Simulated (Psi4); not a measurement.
**[BCl2]+ (SMILES Cl[B+]Cl): a chain of runs**

We compute a geometry optimisation (BP86-D3(BJ)/cc-pVDZ), then the harmonic vibrations, then the energy (CCSD(T)/cc-pVTZ), then the excited states (TDA-BP86/cc-pVDZ) of [BCl2]+. 

The results are computed with Psi4 1.11.

## 1. The molecule

[BCl2]+ has 3 atoms, charge +1, and is taken as a singlet. As SMILES, `Cl[B+]Cl`. Geometry: relaxed at GFN2-xTB. The run starts from this shape.

Bond lengths: Cl1–B2 1.572 Å, B2–Cl3 1.572 Å. Angles: Cl1–B2–Cl3 179.8°.

## 2. A structure relaxation at BP86-D3(BJ)/cc-pVDZ (density fitting) (run 1)

calc.py reads:

```python
import psi4

psi4.set_memory('1600 MB')
psi4.set_num_threads(1)
psi4.set_output_file('output.dat', False)

m = psi4.geometry("""
1 1
Cl    -2.34019904     1.44843728    -1.11739506
B      0.00139840     0.00257003     0.00103935
Cl     2.33880064    -1.45100731     1.11633681
units au
symmetry c1
""")

options = {'basis': 'cc-pVDZ', 'geom_maxiter': 60}
psi4.set_options(options)

e_tot, wfn = psi4.optimize("bp86-d3bj", return_wfn=True)
print('E =', round(e_tot, 9))
print(m.to_string(dtype='xyz', units='Angstrom'))
```

On the command line:

```
$ python calc.py
```

output.dat:

```text
[...]
  Running in c1 symmetry.
[...]
  Nuclear repulsion =  105.883521864525648
[...]
  Multiplicity = 1
[...]
  Nalpha       = 19
  Nbeta        = 19
[...]
    Number of basis functions: 50
[...]
   @DF-RKS iter   1:  -945.02507229177024    5.33465e-01   5.25075e-03 DIIS/ADIIS
[...]
   @DF-RKS iter   7:  -945.07302876430947   -7.27596e-12   5.38172e-09 DIIS
[...]
  @DF-RKS Final Energy:  -945.07302876430947
   => Energetics <=
    Nuclear Repulsion Energy =            101.8826647390021947
    One-Electron Energy =               -1495.1296935567572746
    Two-Electron Energy =                 508.5039307544753342
    DFT Exchange-Correlation Energy =     -60.3254925057881692
    Empirical Dispersion Energy =          -0.0044381952415082
    VV10 Nonlocal Energy =                  0.0000000000000000
    Total Energy =                       -945.0730287643094698
[...]
  -Total Gradient:
     Atom            X                  Y                   Z
    ------   -----------------  -----------------  -----------------
       1       -0.000117184574    -0.000164046485    -0.000000000000
       2        0.000033827920    -0.000028137038     0.000000000000
       3        0.000083274024     0.000192229980     0.000000000000
[...]
    Final optimized geometry and variables:
    Molecular point group: c1
    Full point group: Cs
    Geometry (in Bohr), charge = 1, multiplicity = 1:
    CL           1.513503230219     2.690384863206    -0.000000000000
    B            0.001010770105    -0.000579205582     0.000000000000
    CL          -1.513821452748    -2.690202510895    -0.000000000000
[...]
```

On the terminal:

```text
Optimizer: Optimization complete!
E = -945.073028764
3
1 1 BCl2
Cl                    0.800911417707     1.423690357540     0.000000000000
B                     0.000534876505    -0.000306502394     0.000000000000
Cl                   -0.801079813817    -1.423593860853     0.000000000000
```

Wall time 9.6 s (1 thread of Intel Xeon 6975P-C (Granite Rapids), shared host); peak memory 0.37 GiB.

Step by step:

```
step  energy from the first frame kept (eV)  largest force (eV/Å)
   0                                 0.0000                2.8266
   1                                -0.1598                0.4847
   2                                -0.1655                0.0709
   3                                -0.1656                0.0108
```

After the run. Bond lengths: Cl1–B2 1.634 Å, B2–Cl3 1.634 Å. Angles: Cl1–B2–Cl3 179.9°.

## 3. Vibrational wavenumbers at BP86-D3(BJ)/cc-pVDZ (density fitting) (run 2)

job.py reads:

```python
import psi4

psi4.set_memory('1600 MB')
psi4.set_num_threads(1)
psi4.set_output_file('output.dat', False)

m = psi4.geometry("""
1 1
Cl     0.000000     0.000000    -1.633511
B      0.000000     0.000000     0.000004
Cl     0.000000     0.000000     1.633507
""")

psi4.set_options({
    't': 400.0,
    'rotational_symmetry_number': 2,
})

energy_value, wavefunction = psi4.frequency('bp86-d3bj2b/cc-pVDZ', molecule=m, return_wfn=True)
print('E =', round(energy_value, 9))
print('wavenumbers / cm^-1:', wavefunction.frequencies().np.round(1))
for k in ('ZPVE', 'ENTHALPY', 'GIBBS FREE ENERGY'):
    print(f'{k}: {psi4.variable(k):.8f} Eh')
```

On the command line:

```
$ python job.py
```

output.dat:

```text
[...]
  Running in c2v symmetry.
[...]
  Nuclear repulsion =  101.882654308564383
[...]
  Multiplicity = 1
[...]
  Nalpha       = 19
  Nbeta        = 19
[...]
    Number of basis functions: 50
[...]
   @DF-RKS iter   1:  -945.04787764431728    4.00689e-01   6.94527e-03 ADIIS/DIIS
[...]
  Running in cs symmetry.
[...]
   @DF-RKS iter  10:  -945.07302875649191    6.82121e-13   2.53429e-09 DIIS
[...]
  @DF-RKS Final Energy:  -945.07302875649191
   => Energetics <=
    Nuclear Repulsion Energy =            101.8826473940618200
    One-Electron Energy =               -1495.1296603917003267
    Two-Electron Energy =                 508.5039147324340547
    DFT Exchange-Correlation Energy =     -60.3254922964135289
    Empirical Dispersion Energy =          -0.0044381948740585
    VV10 Nonlocal Energy =                  0.0000000000000000
    Total Energy =                       -945.0730287564919081
[...]
  -Total Gradient:
     Atom            X                  Y                   Z
    ------   -----------------  -----------------  -----------------
       1        0.000000000000     0.000024484623     0.000199980644
       2        0.000000000000    -0.000048830986     0.000008408356
       3        0.000000000000     0.000024453304    -0.000208388964
[...]
  ==> Harmonic Vibrational Analysis <==
[...]
  Freq [cm^-1]                 298.6914            298.6914            548.1705
[...]
  IR activ [km/mol]            12.8277             12.8277              0.0000
[...]
  Freq [cm^-1]                1441.5462
[...]
  IR activ [km/mol]            506.2437
[...]
  Total E_0, Enthalpy at 0 [K]                                                         -945.06713495 [Eh]
[...]
  Total H, Enthalpy at  400.00 [K]                                                     -945.06084885 [Eh]
[...]
```

On the terminal:

```text
Warning: used thermodynamics relations inappropriate for low-frequency modes: ['298.6914' '298.6914' '548.1705']
E = -945.073028794
wavenumbers / cm^-1: [ 298.7  298.7  548.2 1441.5]
ZPVE: 0.00589385 Eh
ENTHALPY: -945.06084885 Eh
GIBBS FREE ENERGY: -945.10036671 Eh
```

Run time: 16 s. Hardware: 1 thread of Intel Xeon 6975P-C (Granite Rapids), shared host; peak memory 0.36 GiB.

## 4. A single-point energy at CCSD(T)/cc-pVTZ (run 3)

input.in reads:

```
memory 1600 MB

molecule m {
  1 1
  Cl     0.637322     1.416695     0.503549
  B      0.000265    -0.000708     0.000063
  Cl    -0.637912    -1.417404    -0.503956
}

set globals {
  basis       cc-pVTZ
  scf_type    pk
  freeze_core true
}

result = energy("ccsd(t)")
```

On the command line:

```
$ psi4 -i input.in -o input.out -n 1
```

input.out:

```text
[...]
  Running in cs symmetry.
[...]
  Nuclear repulsion =  101.882655687916099
[...]
  Multiplicity = 1
[...]
  Nalpha       = 19
  Nbeta        = 19
[...]
    Number of basis functions: 98
[...]
   @RHF iter   1:  -943.44557271547910    1.78183e-01   3.33930e-03 DIIS/ADIIS
[...]
   @RHF iter   9:  -943.48683138020647   -1.97815e-11   7.94264e-09 DIIS
[...]
  @RHF Final Energy:  -943.48683138020647
   => Energetics <=
    Nuclear Repulsion Energy =            101.8826556879160989
    One-Electron Energy =               -1494.9966850416367379
    Two-Electron Energy =                 449.6271979735141144
    Total Energy =                       -943.4868313802064677
[...]
 Multipole Moments:
 ------------------------------------------------------------------------------------
     Multipole            Electronic (a.u.)      Nuclear  (a.u.)        Total (a.u.)
 ------------------------------------------------------------------------------------
 L = 1.  Multiply by 2.5417464519 to convert [e a0] to [Debye]
 Dipole X            :          0.0009541           -0.0003560            0.0005981
 Dipole Y            :         -0.0005747            0.0002042           -0.0003705
 Dipole Z            :          0.0000000            0.0000000            0.0000000
 Magnitude           :                                                    0.0007035
[...]
      * MP2 total energy                      = -943.931771861152356
[...]
      * CCSD total energy                     = -943.962080375324945
[...]
      * CCSD(T) total energy                  = -943.985377923203487
[...]
```

It took 15 s on 1 thread of Intel Xeon 6975P-C (Granite Rapids), shared host; peak memory 0.55 GiB.

## 5. The excited states at TDA-BP86/cc-pVDZ (density fitting, save jk yes) (run 4)

calc.inp reads:

```
memory 1600 mb

molecule {
  1 1
  Cl     1.20436403     2.67716555     0.95156970
  B      0.00050078    -0.00133793     0.00011905
  Cl    -1.20547897    -2.67850537    -0.95233882
  units au
}

set basis cc-pVDZ
set save_jk true

from psi4.driver.procrouting.response.scf_response import tdscf_excitations
e_tot, wfn = energy('bp86', return_wfn=True)
states = tdscf_excitations(wfn, states=6, tda=True)
```

On the command line:

```
$ psi4 -n 1 calc.inp calc.out
```

calc.out:

```text
[...]
  Running in cs symmetry.
[...]
  Nuclear repulsion =  101.882655760712396
[...]
  Multiplicity = 1
[...]
  Nalpha       = 19
  Nbeta        = 19
[...]
    Number of basis functions: 50
[...]
   @DF-RKS iter   1:  -945.04343966444299    4.00689e-01   5.32178e-03 DIIS/ADIIS
[...]
   @DF-RKS iter   6:  -945.06859056868404   -3.07003e-07   8.18103e-07 DIIS
[...]
  @DF-RKS Final Energy:  -945.06859056868404
   => Energetics <=
    Nuclear Repulsion Energy =            101.8826557607123959
    One-Electron Energy =               -1495.1292099744005100
    Two-Electron Energy =                 508.5034210914070627
    DFT Exchange-Correlation Energy =     -60.3254574464030213
    Empirical Dispersion Energy =           0.0000000000000000
    VV10 Nonlocal Energy =                  0.0000000000000000
    Total Energy =                       -945.0685905686840442
[...]
 Multipole Moments:
 ------------------------------------------------------------------------------------
     Multipole            Electronic (a.u.)      Nuclear  (a.u.)        Total (a.u.)
 ------------------------------------------------------------------------------------
 L = 1.  Multiply by 2.5417464519 to convert [e a0] to [Debye]
 Dipole X            :          0.0007700           -0.0003560            0.0004139
 Dipole Y            :         -0.0004322            0.0002042           -0.0002280
 Dipole Z            :          0.0000000            0.0000000            0.0000000
 Magnitude           :                                                    0.0004726
[...]
                                    Excitation Energy         Total Energy        Oscillator Strength             Rotatory Strength
[...]
Excited State    1 (1 App):   0.23483 au   194.02 nm f = 0.0000
[...]
Excited State    3 (1 App):   0.24175 au   188.47 nm f = 0.0000
[...]
```

It took 3.9 s on 1 thread of Intel Xeon 6975P-C (Granite Rapids), shared host; peak memory 0.32 GiB.

The roots found:

```
excited state  energy (eV)  strength  label
            1        6.390    0.0000  App 1
            2        6.578    0.0000   Ap 1
            3        6.578    0.0000  App 1
            4        7.635    0.0000  App 1
            5        7.729    0.0000   Ap 1
            6        8.464    0.0000   Ap 1
```

## 6. Results

| quantity | value |
| --- | --- |
| run 1, BP86-D3(BJ)/cc-pVDZ: total energy at the end | -945.07303 Eh |
| run 1, BP86-D3(BJ)/cc-pVDZ: HOMO energy | -15.76 eV |
| run 1, BP86-D3(BJ)/cc-pVDZ: LUMO energy | -9.37 eV |
| run 1, BP86-D3(BJ)/cc-pVDZ: HOMO–LUMO gap | 6.39 eV |
| run 1, BP86-D3(BJ)/cc-pVDZ: dispersion energy | -11.65 kJ/mol |
| run 2, BP86-D3(BJ)/cc-pVDZ: lowest harmonic wavenumber | 299 cm⁻¹ |
| run 2, BP86-D3(BJ)/cc-pVDZ: highest harmonic wavenumber | 1442 cm⁻¹ |
| run 2, BP86-D3(BJ)/cc-pVDZ: zero-point energy | 15.5 kJ/mol |
| run 2, BP86-D3(BJ)/cc-pVDZ: ideal-gas entropy at 400 K (symmetry number 2 as used) | 62.0 cal/(mol K) |
| run 3, CCSD(T)/cc-pVTZ: total energy | -943.98538 Eh |
| run 3, CCSD(T)/cc-pVTZ: HOMO energy (Hartree–Fock orbitals) | -20.23 eV |
| run 3, CCSD(T)/cc-pVTZ: LUMO energy (Hartree–Fock orbitals) | -4.44 eV |
| run 3, CCSD(T)/cc-pVTZ: HOMO–LUMO gap (Hartree–Fock orbitals) | 15.78 eV |
| run 3, CCSD(T)/cc-pVTZ: correlation energy (11 core orbitals frozen) | -498.5 mEh |
| run 3, CCSD(T)/cc-pVTZ: (T) correction | -23.30 mEh |
| run 3, CCSD(T)/cc-pVTZ: T1 diagnostic | 0.015 |
| run 4, TDA-BP86/cc-pVDZ: ground-state or mean-field energy | -945.06859 Eh |
| run 4, TDA-BP86/cc-pVDZ: HOMO energy (BP86 Kohn–Sham orbitals) | -15.76 eV |
| run 4, TDA-BP86/cc-pVDZ: LUMO energy (BP86 Kohn–Sham orbitals) | -9.37 eV |
| run 4, TDA-BP86/cc-pVDZ: HOMO–LUMO gap (BP86 Kohn–Sham orbitals) | 6.39 eV |
| run 4, TDA-BP86/cc-pVDZ: lowest excitation energy | 6.39 eV |

The optimisation (run 1, BP86-D3(BJ)/cc-pVDZ) took 4 steps and changed the energy by -0.166 eV. All 4 modes (run 2, BP86-D3(BJ)/cc-pVDZ) are real, so the shape is a minimum at this level. The triples (run 3, CCSD(T)/cc-pVTZ) make up 4.7 % of the correlation energy. The basis has no diffuse functions, so Rydberg states are missing or pushed up, and the true lowest state may lie lower.
